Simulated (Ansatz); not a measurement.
A nudged elastic band was laid between two geometries of CH4AlF + H2 (9 atoms, charge 0, multiplicity 1).

Theory: RKS LDA/6-31G* (Ansatz).

```
movable images  : 7
climbing image  : yes
spring          : 5.0 eV/Å²
optimiser       : quadratic models (default)
start path      : through a guess of the saddle point
force threshold : 0.05 eV/Å
iteration limit : 60
end points      : relaxed
```

Initial state:

```xyz
9
Properties=species:S:1:pos:R:3
Al 0.006 -0.005 0.354
C 0.061 0.254 2.274
H -0.869 -0.103 2.755
H 0.917 -0.256 2.750
H 0.156 1.331 2.514
F 1.436 -0.065 -0.487
H -1.313 0.024 -0.553
H -0.521 -2.190 0.308
H -0.188 -2.134 1.007
```

Final state:

```xyz
9
Properties=species:S:1:pos:R:3
Al -0.112 -0.545 -0.159
C -0.015 -0.205 2.372
H -0.904 0.400 2.600
H 0.561 -0.421 3.287
H 0.666 0.358 1.699
F 1.211 0.440 -0.400
H -1.550 0.146 -0.237
H 0.150 -2.122 -0.215
H -0.323 -1.197 1.975
```

Q: Which bonds break or form, and what moves?

A: Bonds broken: Al1–C2, H8–H9. Bonds formed: Al1–H8, C2–H9. CH4AlF + H2 becomes AlFH2 + CH4.

Q: What energy profile does the band end with?

A: It converged. The highest image is number 4 of 0 to 8, 87.2 kJ/mol above the first end and 125.5 kJ/mol above the last; the last end lies 38.3 kJ/mol below the first. A vibrational analysis at the climbing image gives one clearly imaginary mode, 1178i cm⁻¹: a first-order saddle point. The orbitals stay closed-shell, which can raise the energy where a bond breaks towards radicals; this wasn't checked here.

```json
{"image": "0", "path coordinate (Å)": "0.00", "energy (kJ/mol)": "0.0", "Al1–C2 (Å)": "1.94", "H8–H9 (Å)": "0.78", "Al1–H8 (Å)": "2.25"}
{"image": "1", "path coordinate (Å)": "0.41", "energy (kJ/mol)": "0.7", "Al1–C2 (Å)": "1.94", "H8–H9 (Å)": "0.78", "Al1–H8 (Å)": "2.27"}
{"image": "2", "path coordinate (Å)": "0.82", "energy (kJ/mol)": "9.1", "Al1–C2 (Å)": "1.94", "H8–H9 (Å)": "0.78", "Al1–H8 (Å)": "2.17"}
{"image": "3", "path coordinate (Å)": "1.23", "energy (kJ/mol)": "43.9", "Al1–C2 (Å)": "1.97", "H8–H9 (Å)": "0.84", "Al1–H8 (Å)": "1.96"}
{"image": "4", "path coordinate (Å)": "1.65", "energy (kJ/mol)": "87.2", "Al1–C2 (Å)": "2.08", "H8–H9 (Å)": "1.09", "Al1–H8 (Å)": "1.77"}
{"image": "5", "path coordinate (Å)": "2.14", "energy (kJ/mol)": "15.0", "Al1–C2 (Å)": "2.32", "H8–H9 (Å)": "1.55", "Al1–H8 (Å)": "1.64"}
{"image": "6", "path coordinate (Å)": "2.63", "energy (kJ/mol)": "-28.3", "Al1–C2 (Å)": "2.54", "H8–H9 (Å)": "1.97", "Al1–H8 (Å)": "1.60"}
{"image": "7", "path coordinate (Å)": "3.11", "energy (kJ/mol)": "-36.7", "Al1–C2 (Å)": "2.57", "H8–H9 (Å)": "2.27", "Al1–H8 (Å)": "1.60"}
{"image": "8", "path coordinate (Å)": "3.60", "energy (kJ/mol)": "-38.3", "Al1–C2 (Å)": "2.56", "H8–H9 (Å)": "2.42", "Al1–H8 (Å)": "1.60"}
```

Q: What is the geometry of the highest image?

A: 
```xyz
9
Properties=species:S:1:pos:R:3
Al -0.068 -0.282 0.133
C -0.022 -0.089 2.204
H -1.031 -0.045 2.649
H 0.672 -0.579 2.909
H 0.355 0.955 2.122
F 1.388 0.104 -0.550
H -1.460 0.156 -0.481
H -0.111 -2.003 0.530
H -0.039 -1.361 1.404
```

Q: What are the harmonic wavenumbers there?

A: 1178i, 93, 174, 407, 433, 577, 615, 657, 749, 858, 1003, 1210, 1216, 1408, 1443, 1639, 1941, 1971, 2948, 3043, 3097 cm⁻¹.

Time of the run: 42 s on 1 thread of Intel(R) Xeon(R) 6975P-C (Granite Rapids), with other jobs on the host, peak memory 0.13 GiB.
